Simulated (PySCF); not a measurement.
**MgS−: bond curves at several levels of theory**

One job finds the state of MgS−, follows it along the bond with each method and fits the curves.

The runs use PySCF 2.14.0; Mg aug-cc-pVDZ, S aug-cc-pV(D+d)Z, no relativity.

1 further run of the same task is left out (set aside as unsound or not needed).

## 1. Set-up

A driver script around PySCF takes these settings:

```
atoms                         : Mg, S
charge                        : -1
basis                         : Mg aug-cc-pVDZ, S aug-cc-pV(D+d)Z
Hamiltonian                   : no relativity
basis functions               : 59
electrons treated             : 29
masses in u                   : 23.9850, 31.9721
levels                        : PBE0, PBE, r²SCAN, B3LYP, TPSSh, PW91, ωB97X, HF, MP2, SCS-MP2
grid                          : 80 radial by 434 angular points
occupations                   : held fixed by the projection of orbital angular momentum
dissociation limit            : Mg + S−, each in its ground configuration
starting distance in angstrom : 2.440
values of 2S to try           : 1, 3
```

Run with:

```sh
> OMP_NUM_THREADS=1 python dia.py task.json out
```

After this run come: PBE0 along the bond; Other states along the same grid; PBE; r²SCAN (meta-GGA); B3LYP (global hybrid GGA); TPSSh (hybrid meta-GGA); PW91 (GGA); ωB97X; UHF (mean field).

**Question.** What will these runs give? Wanted: for each run, Re; ωe; De; μ.

**Answer**, as computed:

Lowest PBE0 solution found, without spin–orbit coupling: ²Σ⁺ (doublet), unpaired electrons σ ↑. State 2 has its PBE0 minimum 0.98 eV higher. The other levels ran on the lowest alone.

```csv
level,Re (Å),ωe (cm⁻¹),De (eV),μ (D)
UHF,2.220,506,1.48,-3.12
UHF-MP2,2.250,481,2.27,n/a
UHF-SCS-MP2,2.252,478,2.05,n/a
PBE,2.254,454,2.28,-1.58
PW91,2.251,456,2.30,-1.64
r²SCAN,2.235,477,2.42,-1.94
TPSSh,2.242,469,2.28,-1.78
B3LYP,2.247,456,1.92,-2.04
PBE0,2.232,476,2.19,-2.02
ωB97X,2.223,479,2.00,-2.29
```

De is counted to Mg + S− in their ground configurations. A positive dipole points from Mg to S; in an ion it is taken about the centre of mass and does not tell which atom is negative.

Bond lengths run from 2.220 Å (UHF) to 2.254 Å (PBE). Among the levels with a De in the table, it runs from 1.48 eV (UHF) to 2.42 eV (r²SCAN).

Correlated steps freeze 6 core orbitals. With some functionals the highest level of the anion is positive, from self-interaction error or because the anion is truly unbound there; the finite basis then holds the extra electron, and no neutral molecule was run to test the binding.
